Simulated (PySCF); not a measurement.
PySCF input (CCSD(T)/cc-pVDZ):

```python
from pyscf import gto, scf, mp, cc as ccmod

mol = gto.M(
    atom='''
    C    -0.03415619    1.19399997   -0.12080902
    S    -0.02347166   -0.61225806    0.14914978
    H     1.25486952   -0.89535581   -0.19243828
    H    -1.07686297    1.49906130   -0.05446919
    H     0.53441517    1.62178100    0.70286010
    H     0.40044527    1.43812083   -1.08501611
    H    -0.53238339   -1.03147827   -1.03247883
    ''',
    basis='cc-pvdz',
    charge=1,
    spin=0,
    verbose=4,
)

mf = scf.RHF(mol)
mf.conv_tol = 1e-10
mf.max_cycle = 100
mf.kernel()
mp2 = mp.MP2(mf, frozen=6).run()
cc = ccmod.CCSD(mf, frozen=6)
cc.max_cycle = 100
cc.kernel()
et = cc.ccsd_t()
print(f'E(CCSD(T)) = {cc.e_tot + et:.9f}')
```

End of the output:

```
Extra cycle  E= -438.030881711679  delta_E= 6.82e-13  |g|= 4.71e-07  |ddm|= 1.86e-06
converged SCF energy = -438.030881711679

******** <class 'pyscf.mp.mp2.RMP2'> ********
nocc = 7, nmo = 51
frozen orbitals 6
E(RMP2) = -438.315747684328  E_corr = -0.284865972649258
E(SCS-RMP2) = -438.320810994285  E_corr = -0.289929282605929
E_corr(same-spin) = -0.0598960206613622
E_corr(oppo-spin) = -0.224969951987896

******** <class 'pyscf.cc.ccsd.CCSD'> ********
CC2 = 0
CCSD nocc = 7, nmo = 51
frozen orbitals 6
max_cycle = 100
direct = 0
conv_tol = 1e-07
conv_tol_normt = 1e-05
diis_space = 6
diis_start_cycle = 0
diis_start_energy_diff = 1e+09
Init t2, MP2 energy = -438.315747685191  E_corr(MP2) -0.284865973512324
Init E_corr(CCSD) = -0.284865973512451
cycle = 1  E_corr(CCSD) = -0.313097428677719  dE = -0.0282314552  norm(t1,t2) = 0.0427973
cycle = 2  E_corr(CCSD) = -0.320748769039073  dE = -0.00765134036  norm(t1,t2) = 0.0141732
cycle = 3  E_corr(CCSD) = -0.323913081024744  dE = -0.00316431199  norm(t1,t2) = 0.00574523
cycle = 4  E_corr(CCSD) = -0.324092023922641  dE = -0.000178942898  norm(t1,t2) = 0.00111028
cycle = 5  E_corr(CCSD) = -0.324021520610253  dE = 7.05033124e-05  norm(t1,t2) = 0.000448294
cycle = 6  E_corr(CCSD) = -0.324024438100735  dE = -2.91749048e-06  norm(t1,t2) = 0.000121579
cycle = 7  E_corr(CCSD) = -0.324026619658918  dE = -2.18155818e-06  norm(t1,t2) = 3.46976e-05
cycle = 8  E_corr(CCSD) = -0.324026184649135  dE = 4.35009784e-07  norm(t1,t2) = 1.04572e-05
cycle = 9  E_corr(CCSD) = -0.32402585897039  dE = 3.25678745e-07  norm(t1,t2) = 3.5607e-06
cycle = 10  E_corr(CCSD) = -0.324025764818295  dE = 9.41520949e-08  norm(t1,t2) = 8.5791e-07
CCSD converged
E(CCSD) = -438.3549074764971  E_corr = -0.3240257648182949
CCSD(T) correction = -0.00843054239093812
E(CCSD(T)) = -438.363338019
```

It need not be the lowest isomer of its formula.
